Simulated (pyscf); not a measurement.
PySCF, gas phase, ωB97X-D3(BJ)/def2-SVP geometries. Correlated levels are frozen-core, on RHF or UHF. ΔMP2 is the change of the MP2 total energy from the triple- to the quadruple-zeta basis.

**Question.** For silylene (SiH₂) [singlet] + ethane (H₃C–CH₃) -> silane (SiH₄) + ethylene (H₂C=CH₂), a concerted two-bond exchange (singlet surface; C–H, C–H broken, H–Si, H–Si formed), PBE/def2-TZVP gives ΔE‡ = 24.0 kcal/mol and ΔE = -20.5 kcal/mol (zero: the separated reactants). In which direction and how far do B3LYP-D3(BJ)/def2-TZVP, PBE0-D3(BJ)/def2-TZVP, CCSD(T)/def2-TZVPP + ΔMP2(QZVPP) move these?

**Answer.** B3LYP-D3(BJ): ΔE‡ = 32.3 kcal/mol, ΔE = -21.9 kcal/mol; PBE0-D3(BJ): ΔE‡ = 29.4 kcal/mol, ΔE = -20.0 kcal/mol; CCSD(T): ΔE‡ = 37.0 kcal/mol, ΔE = -21.3 kcal/mol. PBE's barrier lies under all of them, by 5.4 to 13.0 kcal/mol. Its reaction energy lies among theirs. Low barriers are usual for a GGA, whose delocalisation error favours stretched bonds. On the reactant side the descent ends in a complex, 5.6 kcal/mol under the separated species and 43.2 kcal/mol under the saddle at ωB97X-D3(BJ)/def2-TZVP. This is the saddle that the search found; another between the same sides may lie lower. The CCSD(T) − MP2 part came from Ansatz, without density fitting, on the same reference.
